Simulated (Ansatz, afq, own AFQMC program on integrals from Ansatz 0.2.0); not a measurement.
AlP$_{2}$H, singlet: AFQMC among the cluster methods

| atom | x (Å) | y (Å) | z (Å) |
| --- | --- | --- | --- |
| Al | 0.0000 | 0.0000 | 1.3474 |
| P | 0.0000 | 1.0474 | -0.6343 |
| P | 0.0000 | -1.0474 | -0.6343 |
| H | 0.0000 | 0.0000 | 2.9168 |

Connectivity, by distances: AlH–P–P, closed to a ring.

Basis cc-pVDZ. Noble-gas cores (and the filled d shells of Ga–Kr and In–Xe) are frozen. Ansatz 0.2.0 and our own AFQMC program on the same integrals; the CISD trial comes from CCSD amplitudes, and released means the phaseless constraint is let go. Uncertainties: one standard error, sampling alone.

Determinant: UHF, the one that the program's search chose, which needn't be the lowest solution. The geometry is a PBE0/def2-TZVP stationary point of this or a neighbouring charge and spin state.

No full CI on the walks' own integrals is used here; CCSDT(Q) serves as the reference and is uncertain by about the last step of the cluster series.

Cautions: an unrestricted solution with more broken spin lies lower (37 meV, ⟨S²⟩ 0.25), while this determinant keeps restricted orbitals; the released energies are still falling, so no released level is given (meV from the phaseless value at times in 1/Eh: -20 ± 21 at 0.24, -47 ± 25 at 0.51, -60 ± 18 at 0.99, -87 ± 24 at 1.62, -126 ± 35 at 2.40), though the last usable value meets CCSDT(Q) within the noise.

* T1 diagnostic: 0.0166
* weight of the determinant in the CISD state: 0.813
* ⟨S²⟩ of the determinant: 0.000
* size of the correlated space: 14 electrons in 44 orbitals

```csv
level,correlation energy (eV)
MP2,-7.6611
CCSD,-8.4828
CCSD(T),-8.9220
```

(1) Estimate where phaseless AFQMC with a CISD trial lies against CCSD(T) on the same integrals.

(1) 1.3 ± 25.0 meV below CCSD(T). The gap is under twice the noise, so this walk alone can't tell the two apart.

Reference: CCSDT(Q), correlation energy -8.993 eV.

```csv
level,E − E(reference) (meV),share of correlation (%)
CCSD(T),70.9,99.21
CCSDT,47.2,99.47
ph-AFQMC/HF,79.0 ± 75.7,99.12
ph-AFQMC/CISD,69.6 ± 25.0,99.23
```

A walk keeps the symmetry of its determinant, which the program's search chose and which needn't be the lowest solution, so a lower state of the same spin and another symmetry isn't excluded.
